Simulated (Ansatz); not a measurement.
**A basis-limit estimate, worked out**

An elementary step of CH6N, doublet (CH₅N ([CH3][NH2]) + H → CH₄N ([CH2][NH2]) + H₂; bonds formed: H1–H4; bonds broken: H1–C2). “Start” is the structure reached by relaxing down from the saddle towards the reactants; PBE0-D4/def2-TZVP structures. The saddle:

```csv
atom,x (Å),y (Å),z (Å)
H1,-0.7260,-0.8523,-0.1425
C2,-0.1698,0.2165,-0.4504
N3,0.8138,0.6431,0.4728
H4,-1.2007,-1.7775,0.1328
H5,0.2531,0.0127,-1.4347
H6,-0.9956,0.9249,-0.5256
H7,1.5857,-0.0028,0.5568
H8,0.4394,0.8355,1.3908
```

Ansatz 0.2.0; basis: def2-TZVPP and def2-QZVPP; cores frozen in the correlated methods; orbitals are unrestricted.

Energies in eV:

| quantity | saddle | start |
| --- | --- | --- |
| Hartree–Fock, triple zeta (X = 3) | -2604.94969 | -2605.66841 |
| Hartree–Fock, quadruple zeta (X = 4) | -2605.09754 | -2605.81133 |
| MP2 correlation, X = 3 | -11.23442 | -10.99617 |
| MP2 correlation, X = 4 | -11.98474 | -11.73660 |
| CCSD(T) correlation, X = 3 | -12.45119 | -12.06178 |

Task: Work out the barrier at the basis limit: extrapolate Hartree–Fock as E(X) = E∞ + A exp(−7.88 √X) and the MP2 correlation as E(X) = E∞ + B X^−2.97 (the exponents that Neese and Valeev fitted for def2-TZVPP and QZVPP), then add CCSD(T) − MP2 in triple zeta.

Result: Each step is linear, so take the differences first (saddle − start): Hartree–Fock 0.71872 (X = 3) and 0.71379 (X = 4); MP2 correlation -0.23825 and -0.24814; CCSD(T) correlation -0.38941.
Two points give E∞ = E(4) + w [E(4) − E(3)], with w = 1/(exp(7.88 (2 − √3)) − 1) = 0.1377 for Hartree–Fock and w = 1/((4/3)^2.97 − 1) = 0.7407 for the correlation.
Hartree–Fock: 0.71379 + 0.1377 × (-0.00493) = 0.7131 eV.
MP2 correlation: -0.24814 + 0.7407 × (-0.00989) = -0.2555 eV.
CCSD(T) − MP2: -0.38941 − (-0.23825) = -0.1512 eV.
Sum: 0.7131 + (-0.2555) + (-0.1512) = 0.3064 eV, or 7.07 kcal/mol. Plain CCSD(T) in triple zeta gives 0.3293 eV, so the larger basis shifts the result by -0.0229 eV.

The T1 diagnostic stays at or below 0.016. ⟨S²⟩ of the unrestricted Hartree–Fock references: 0.75 to 0.78 (a pure state has 0.75).

Labels in which every atom is bracketed show which atoms are joined, not bond orders.

For scale, one of the runs: CCSD(T)/def2-TZVPP, 146 basis functions, launched by `ansatz run in.yaml --threads 2 --pin off --events-out ev --progress --plain --max-ram 4352MiB`. Time: 28 s of wall clock on 2 CPU threads of an Arm Neoverse V2; the host was shared. Peak host memory: 2.1 GiB.
